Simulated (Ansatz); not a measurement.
# HfSi3: from a trial structure to a relaxed crystal

Level of theory: DFT PBE, scalar-relativistic, plane waves, PAW (Ansatz). Cutoff 420 eV, Γ-centred k mesh, Gaussian smearing, no spin polarisation in the final step.

A relaxed cell is given with its space group left out.

```yaml
crystal:
  lattice:
    - [3.97442, 0.00000, 0.00000]
    - [0.00000, 3.97442, 0.00000]
    - [0.00000, 0.00000, 3.97442]
  atoms:
    - { symbol: Hf, position: [0.00000, 0.00000, 0.00000] }
    - { symbol: Si, position: [0.00000, 0.50000, 0.50000] }
    - { symbol: Si, position: [0.50000, 0.00000, 0.50000] }
    - { symbol: Si, position: [0.50000, 0.50000, 0.00000] }
```

Energies over the elements count from the elements' standard structures at the same level, with no empirical corrections.

Task: What space group does it have?

Result: Pm-3m (No. 221). Conventional cell: a = 3.974 Å. Hf is coordinated by 12 Si at 2.81 Å; Si is coordinated by 4 Hf at 2.81 Å and 8 Si at 2.81 Å.

Task: What is its formation energy per atom?

Result: -0.05 eV/atom.

Task: Is it a metal?

Result: Yes, bands cross the Fermi level on the 12×12×12 mesh.

The final run used a 12×12×12 mesh on its 4-atom cell and 0.10 eV smearing. The k mesh leaves about 4 meV/atom of noise in metals. Spin–orbit coupling is left out. The cell came from a trial start, so HfSi3 may not exist in this structure.

Cost: 2 runs of about 0.27 core-minutes in all, on Arm Neoverse V1 (shared hosts).